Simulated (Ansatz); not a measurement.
**H2N–O⁺, triplet: the ladder up to UCCSDT(Q)**

Geometry: that of the H2N–O, doublet, kept fixed.

```xyz
4

N     0.0000    0.0000    0.5984
O     0.0000    0.0000   -0.6635
H     0.0000    0.8762    1.1083
H     0.0000   -0.8762    1.1083
```

Basis cc-pVDZ; Ansatz 0.2.0. Only valence electrons are correlated (noble-gas cores frozen), which leaves 12 electrons in 36 orbitals. Prefix R: restricted or restricted open-shell reference; prefix U: unrestricted. Active spaces: valence = (12e, 10o) chosen from the atoms' valence shells.

Full CI isn't at hand for all of this; UCCSDT(Q) serves as the reference, and is uncertain by about the last step of the cluster series. The frozen core follows each run's orbitals, which can shift R against U totals by a few meV.

For open shells CISD is restricted-active-space CI with the open shells as a complete middle space.

* UHF ⟨S²⟩: 2.019
* T1 diagnostic (RCCSD): 0.0327
* largest doubles amplitude (RCCSD): 0.052
* T1 diagnostic (UCCSD): 0.0252

```json
{"level": "RHF", "E − E(UCCSDT(Q)) (meV)": "9218", "share of correlation (%)": "0.00", "wall time": "–"}
{"level": "UHF", "E − E(UCCSDT(Q)) (meV)": "8893", "share of correlation (%)": "3.53", "wall time": "–"}
{"level": "RMP2", "E − E(UCCSDT(Q)) (meV)": "928", "share of correlation (%)": "89.93", "wall time": "–"}
{"level": "UMP2", "E − E(UCCSDT(Q)) (meV)": "980", "share of correlation (%)": "89.37", "wall time": "–"}
{"level": "CISD", "E − E(UCCSDT(Q)) (meV)": "847", "share of correlation (%)": "90.82", "wall time": "4.2 s"}
{"level": "RCCSD", "E − E(UCCSDT(Q)) (meV)": "260", "share of correlation (%)": "97.18", "wall time": "–"}
{"level": "UCCSD", "E − E(UCCSDT(Q)) (meV)": "250", "share of correlation (%)": "97.29", "wall time": "–"}
{"level": "RCCSD(T)", "E − E(UCCSDT(Q)) (meV)": "41", "share of correlation (%)": "99.56", "wall time": "2.3 s"}
{"level": "UCCSD(T)", "E − E(UCCSDT(Q)) (meV)": "40", "share of correlation (%)": "99.57", "wall time": "1.8 s"}
{"level": "BCCD(T)", "E − E(UCCSDT(Q)) (meV)": "40", "share of correlation (%)": "99.57", "wall time": "3.3 s"}
{"level": "RCCSDT", "E − E(UCCSDT(Q)) (meV)": "23", "share of correlation (%)": "99.75", "wall time": "–"}
{"level": "UCCSDT", "E − E(UCCSDT(Q)) (meV)": "21", "share of correlation (%)": "99.77", "wall time": "–"}
{"level": "RCCSDT(Q)", "E − E(UCCSDT(Q)) (meV)": "2", "share of correlation (%)": "99.98", "wall time": "23 s"}
{"level": "CASSCF (valence space)", "E − E(UCCSDT(Q)) (meV)": "6309", "share of correlation (%)": "31.56", "wall time": "–"}
{"level": "NEVPT2 (valence space)", "E − E(UCCSDT(Q)) (meV)": "1037", "share of correlation (%)": "88.75", "wall time": "5.5 s"}
{"level": "MRCISD (valence space)", "E − E(UCCSDT(Q)) (meV)": "377", "share of correlation (%)": "95.90", "wall time": "–"}
{"level": "MRCISD+Q (valence space)", "E − E(UCCSDT(Q)) (meV)": "43", "share of correlation (%)": "99.53", "wall time": "10 s"}
```

The correlation energy at UCCSDT(Q), counted from RHF, is -9.218 eV. That run took 20 s on 1 thread of Intel Xeon Platinum 8259CL, shared host.

Times hold each run's SCF and search for its determinant on a shared host, so for small cases they say little of a method's own cost; they ran on 1 thread of Intel Xeon Platinum 8259CL.

Natural occupations of CASSCF (valence space) about the gap: 1.978 1.974 1.964 1.021 1.006 0.039 0.019 0.018; effectively unpaired electrons, Σ n²(2−n)², 2.02.
